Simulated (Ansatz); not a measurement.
Born–Oppenheimer molecular dynamics of CH6BF (9 atoms, charge 0, multiplicity 1). It starts at the highest image of a converged band. Of that band: Neighbouring images differ by up to 1.4 eV, so the band resolves the path poorly. A vibrational analysis at the climbing image gives one clearly imaginary mode, 1163i cm⁻¹: a first-order saddle point.

The calculation used RKS B3LYP/def2-SVP in Ansatz 0.2.0.

- ensemble: NVE (velocity Verlet)
- time step: 0.5 fs
- steps asked: 200
- starting velocities drawn for: 300 K
- seed: 4344

First frame:

```xyz
9
Properties=species:S:1:pos:R:3
B -0.023 -0.232 0.190
C -0.028 -0.026 1.904
H -0.979 -0.112 2.453
H 0.807 -0.395 2.524
H 0.161 1.053 1.771
H 1.066 -0.002 -0.268
H -1.022 0.235 -0.291
F -0.202 -1.869 0.252
H -0.136 -1.268 1.224
```

Task: How far do the bonds stretch over the last three quarters of this one trajectory? (Pairs bonded in most of those frames.)

Result: 
```json
{"bond": "B1–C2", "mean (Å)": "1.566", "spread (Å)": "0.038", "shortest": "1.50", "longest": "1.63"}
{"bond": "B1–H6", "mean (Å)": "1.211", "spread (Å)": "0.022", "shortest": "1.16", "longest": "1.25"}
{"bond": "B1–H7", "mean (Å)": "1.214", "spread (Å)": "0.046", "shortest": "1.14", "longest": "1.29"}
{"bond": "C2–H3", "mean (Å)": "1.106", "spread (Å)": "0.027", "shortest": "1.06", "longest": "1.15"}
{"bond": "C2–H4", "mean (Å)": "1.107", "spread (Å)": "0.032", "shortest": "1.06", "longest": "1.16"}
{"bond": "C2–H5", "mean (Å)": "1.114", "spread (Å)": "0.024", "shortest": "1.07", "longest": "1.16"}
{"bond": "F8–H9", "mean (Å)": "0.929", "spread (Å)": "0.013", "shortest": "0.91", "longest": "0.95"}
```

Mean temperature of the second half: 585 K. The conserved energy stayed within 0.3 meV per atom of its start (net change 0.18 meV per atom), so the integration is sound. The kinetic energy rose, since the run started high on the potential surface and went downhill. It ends in pieces (CH5B + FH), so much of that is their flight and rotation, not heat. A run of 0.1 ps of so small a system gives no equilibrium averages. The orbitals stay closed-shell, which can raise the energy where a bond breaks towards radicals; this wasn't checked here.

Run time: 6.2 min on 1 thread of Arm Neoverse V1, on a shared host, peak memory 0.13 GiB.
